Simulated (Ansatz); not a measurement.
Ansatz (a quantum-chemistry and plane-wave program) input for nitrogen trifluoride (F3N), SMILES FN(F)F, PBE/def2-SVPD. Geometry optimised at B3LYP-D3(BJ)/def2-TZVP.

Ansatz 0.2 input:
```yaml
crystal:
  periodic: [false, false, false]
  atoms:
    - {symbol: F, position_ang: [-1.07094166, 0.61830846, -0.12515631]}
    - {symbol: N, position_ang: [0.00000000, 0.00000000, 0.48274575]}
    - {symbol: F, position_ang: [-0.00000000, -1.23661692, -0.12515630]}
    - {symbol: F, position_ang: [1.07094167, 0.61830846, -0.12515631]}
basis:
  gaussian:
    orbitals: def2-SVPD
hamiltonian:
  xc: {name: PBE}
```

Log of the run:

```
WARN ansatz: RAYON_NUM_THREADS=1 ignored (pool sized by the plan → 1); use --threads N
Functional definition: PBE
integrals: 0.02 GiB planned
730 factors; their error is unknown
mean field: 0.19 GiB planned
mean field evaluation 1: about -9617.5500 eV, gradient 4.0e1 eV
mean field evaluation 2: about -9606.5012 eV, gradient 9.4e1 eV
mean field evaluation 4: about -9619.8434 eV, gradient 1.9e0 eV
mean field evaluation 8: about -9619.8038 eV, gradient 5.6e-2 eV
mean field -9619.80385085 eV, -353.5212709814 hartree, gradient 4.0e-5 eV, S^2 0.000000; 0 other end points of the search recorded, 0 dependent functions left out
reference -9619.80388990 eV, -353.5212724165 hartree; 17, 17 occupied and 72, 72 virtual orbitals, 730 factors
Total energy: -9619.80388990 eV, -353.5212724165 hartree
```

The run converged.
